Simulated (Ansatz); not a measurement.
in.yaml

```yaml
crystal:
  periodic: [false, false, false]
  atoms:
    - {symbol: N, position_ang: [0.000000, 0.000000, 0.000000]}
    - {symbol: S, position_ang: [0.000000, 0.000000, 2.698000]}
basis:
  gaussian: {orbitals: 6-31G}
magnetization: {spin_polarized: true, initial_magnetization: 1}
hamiltonian: {xc: {name: B3LYP}}
correlation: {method: ccsdt_q_b, electrons: all}
scf: {omitted_lower_state_checks: [cluster_reference]}
output: {forces: true}
```

```sh
$ ansatz run in.yaml --threads 1 --pin off --events-out ev --progress --plain --max-ram 2393MiB
```

The program prints:

```
these checks for a lower state are left out or cut short: cluster_reference
447 factors; integrals over basis functions are off by at most 5.4e-8 eV
mean field evaluation 1: about -12314.1224 eV, gradient 1.9e1 eV
mean field evaluation 2: about -12314.1316 eV, gradient 1.9e1 eV
mean field evaluation 4: about -12274.9142 eV, gradient 8.1e1 eV
mean field evaluation 8: about -12318.4570 eV, gradient 1.5e0 eV
mean field evaluation 16: about -12318.5044 eV, gradient 9.7e-7 eV
mean field evaluation 32: about -12316.0539 eV, gradient 2.9e0 eV
mean field -12318.50443536 eV, -452.6966882174 hartree, gradient 9.7e-7 eV, S^2 2.439909; 5 other end points of the search recorded, 0 dependent functions left out
reference -12294.98796029 eV, -451.8324736986 hartree; 12, 11 occupied and 10, 11 virtual orbitals, 447 factors
Error: the run needs more than the 2.33 GiB of memory given, because the steps of its equations don't fit beside its arrays
refused for memory
```

The run gave no result to rely on (out of memory).

Ran on 1 thread of AMD EPYC 9R45, shared host: 24 s wall, 0.86 GiB peak host memory.
